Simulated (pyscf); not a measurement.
PySCF, gas phase, ωB97X-D3(BJ)/def2-SVP geometries. MP2 and CC: frozen core, UHF for open shells. ΔMP2 is the change of the MP2 total energy from the triple- to the quadruple-zeta basis.

`[BH]=[O]` + `[NH3]` → `[NH2][BH][OH]`
Surface: singlet. Broken: H–N. Formed: B–N, H–O. Give ΔE‡ and ΔE from CCSD(T)/def2-TZVPP + ΔMP2(QZVPP), relative to the separated reactants.

ΔE‡ = 12.5 kcal/mol, ΔE = -37.9 kcal/mol. Zero-point energy shifts the barrier by +0.6 kcal/mol. It is an addition across a multiple bond or ene-type step, with an imaginary mode of 1592i cm⁻¹. On the reactant side the descent ends in an adduct with a B–N contact, 8.2 kcal/mol under the separated species and 17.8 kcal/mol under the saddle at ωB97X-D3(BJ)/def2-TZVP. On the product side the descent ends in a point that may be a rotor saddle (no frequency run), 1.8 kcal/mol over the lowest minimum found and 48.4 kcal/mol under the saddle at ωB97X-D3(BJ)/def2-TZVP. What is counted as formed (B–N) is already present as a longer contact in the reactant adduct; forming that adduct is a step of its own. At ωB97X-D3(BJ)/def2-TZVP the barrier from the zero used here is 9.6 kcal/mol. One saddle was located; it need not be the lowest between these sides. The CCSD(T) − MP2 part came from Ansatz, without density fitting, on the same reference.
